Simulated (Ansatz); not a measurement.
## SnH₂, triplet: the ladder up to full CI

Geometry: a point of a bend scan, not a stationary point.

```xyz
3

Sn    0.0000   -0.0176    0.0000
H     0.0000    1.0382   -1.3515
H     0.0000    1.0382    1.3515
```

Basis def2-SVP with its core potentials; Ansatz 0.2.0. Correlated methods freeze the noble-gas cores and the filled d shells of p-block atoms, which leaves 6 electrons in 27 orbitals. Prefix R: restricted or restricted open-shell reference; prefix U: unrestricted. Active spaces: pair = (4e, 4o) about the gap; valence = (6e, 6o) chosen from the atoms' valence shells. No spin–orbit coupling is included; scalar relativity enters through the core potentials alone.

Full CI is exact within this basis and frozen core; it isn't the basis-set limit. The frozen core follows each run's orbitals, which can shift R against U totals by a few meV for light atoms and by up to 0.1 eV past Ca.

```
UHF ⟨S²⟩                          : 2.005
T1 diagnostic (RCCSD)             : 0.0194
largest doubles amplitude (RCCSD) : 0.049
```

```json
{"level": "RHF", "E − E(full CI) (kJ/mol)": "226.3", "share of correlation (%)": "0.00", "wall time": "–"}
{"level": "RMP2", "E − E(full CI) (kJ/mol)": "58.6", "share of correlation (%)": "74.10", "wall time": "–"}
{"level": "RCCSD", "E − E(full CI) (kJ/mol)": "5.8", "share of correlation (%)": "97.42", "wall time": "–"}
{"level": "RCCSD(T)", "E − E(full CI) (kJ/mol)": "1.5", "share of correlation (%)": "99.36", "wall time": "1 s"}
{"level": "BCCD(T)", "E − E(full CI) (kJ/mol)": "1.4", "share of correlation (%)": "99.36", "wall time": "0.69 s"}
{"level": "RCCSDT", "E − E(full CI) (kJ/mol)": "0.0", "share of correlation (%)": "100.01", "wall time": "–"}
{"level": "RCCSDT(Q)", "E − E(full CI) (kJ/mol)": "-0.1", "share of correlation (%)": "100.04", "wall time": "3.1 s"}
{"level": "CASSCF (valence space)", "E − E(full CI) (kJ/mol)": "136.0", "share of correlation (%)": "39.93", "wall time": "–"}
{"level": "NEVPT2 (valence space)", "E − E(full CI) (kJ/mol)": "40.1", "share of correlation (%)": "82.28", "wall time": "0.69 s"}
{"level": "MRCISD (valence space)", "E − E(full CI) (kJ/mol)": "3.8", "share of correlation (%)": "98.34", "wall time": "–"}
{"level": "MRCISD+Q (valence space)", "E − E(full CI) (kJ/mol)": "-0.8", "share of correlation (%)": "100.35", "wall time": "1 s"}
```

The correlation energy at full CI, counted from RHF, is -2.346 eV. That run took 9 s on 1 thread of Arm Neoverse V2, shared host over 2,129,664 determinants.

Run but not shown, since their state or frozen core can't be matched to the reference's or they repeat it: UHF, UMP2, UCCSD, UCCSD(T), UCCSDT, UCCSDT(Q), CASSCF (pair space), NEVPT2 (pair space), MRCISD (pair space), MRCISD+Q (pair space).

Times hold each run's SCF and search for its determinant on a shared host, so for small cases they say little of a method's own cost; they ran on 1 thread of Arm Neoverse V2.

Not variational, and here over 5 meV under the exact energy: MRCISD+Q (valence space).

The full-CI state has the irrep B1 of C2v, in the program's axes.

Natural occupations of full CI about the gap: 1.957 1.938 0.997 0.990 0.034 0.029 0.007 0.007 0.007 0.007; effectively unpaired electrons, Σ n²(2−n)², 2.03.
